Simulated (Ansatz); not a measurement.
**Worked example: a bond strength in SiHCl (SMILES [SiH]Cl)**

The species is SiHCl (3 atoms), meant as a singlet with charge 0. As SMILES, `[SiH]Cl`. The shape was relaxed beforehand at r2SCAN/def2-SVP.

```xyz
3

Si   -0.5521    0.5718   -0.2359
Cl    1.2896    0.3590    0.7447
H    -0.7375   -0.9307   -0.5088
```

Wanted: the dissociation energy of the H3–Si1 bond into doublet H and doublet SiCl (shapes relaxed at r2SCAN/def2-SVP, no zero-point term). 1 Eh = 2625.50 kJ/mol = 27.2114 eV. Totals in Eh; open shells run unrestricted unless said.

```tsv
level	program	SiHCl	doublet H	doublet SiCl
HF/def2-TZVPP	Ansatz	-749.028878	-0.499810	-748.440440
wB97M-V/def2-TZVPP	Ansatz	-750.262005	-0.494111	-749.644505
RPA@PBE/def2-TZVPP, 10 core orbitals frozen	Ansatz	-749.519764	-0.517613	-748.884385
```

Task: Work out the dissociation energy at each level.

Result: 
1. HF/def2-TZVPP: (-0.499810) + (-748.440440) − (-749.028878) = 0.088628 Eh = 232.7 kJ/mol = 2.41 eV.
2. wB97M-V/def2-TZVPP: (-0.494111) + (-749.644505) − (-750.262005) = 0.123389 Eh = 324.0 kJ/mol = 3.36 eV.
3. RPA@PBE/def2-TZVPP: (-0.517613) + (-748.884385) − (-749.519764) = 0.117766 Eh = 309.2 kJ/mol = 3.20 eV.

The levels span 233 to 324 kJ/mol; no measured value is set beside them. Hartree–Fock lacks the correlation of the bonding electrons, so it comes out low. A bond enthalpy at 298 K also holds the loss of zero-point energy and thermal terms.
